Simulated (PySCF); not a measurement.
System (SMILES): [SiH4] (SiH4).
Geometry (B3LYP-D3(BJ)/def2-TZVP, fixed):
```
Si
H 1 1.4803
H 1 1.4803 2 109.47
H 1 1.4803 2 109.47 3 -120.00
H 1 1.4803 2 109.47 4 -120.00
```
Charge 0, spin multiplicity 1.

Basis-set convergence of the lowest singlet excitation energy at CAM-B3LYP with PySCF. Tamm-Dancoff approximation; the state is taken by its order, and sets in which it differs in degeneracy or brightness are left out, yet its character can still change. All functions are spherical. Density fitting with generated auxiliary sets. In sets without p functions on hydrogen, species with hydrogen take exact integrals. No added dispersion term, no relativity. Reference: the value in aug-pcseg-3, 8.915 eV, itself unsure by roughly 0.008 eV (its mean distance from aug-cc-pV(Q+d)Z, aug-pcseg-2, aug-cc-pV(T+d)Z). Deviations are taken from unrounded values. Cost is core time over that of 6-311+G**, rough, on shared machines of one kind; a dash marks a row that isn't timed (too short, read off another run, short of memory, by another algorithm or on other hardware).

```csv
basis,functions,lowest singlet excitation energy (eV),minus reference (eV),cost
6-31+G*,30,9.104,0.188,-
6-311+G**,54,9.131,0.215,1×
aug-pcseg-1,63,8.940,0.024,2×
aug-cc-pV(D+d)Z,68,8.929,0.014,2×
"6-311++G(2d,2p)",75,9.009,0.094,2×
"6-311++G(3df,3pd)",119,8.998,0.083,6×
aug-pcseg-2,142,8.918,0.002,10×
aug-cc-pV(T+d)Z,147,8.931,0.015,10×
def2-QZVPPD,208,9.039,0.124,30×
aug-cc-pV(Q+d)Z,273,8.923,0.007,60×
aug-pcseg-3,285,8.915,0.000,90×
```

The smallest set listed that lies within 0.05 eV of the reference with all its larger relatives (same family, alike in diffuse functions; a set with none counts only in the reference's own line) is aug-pcseg-1 (63 functions, 2× in cost, 0.024 eV off).
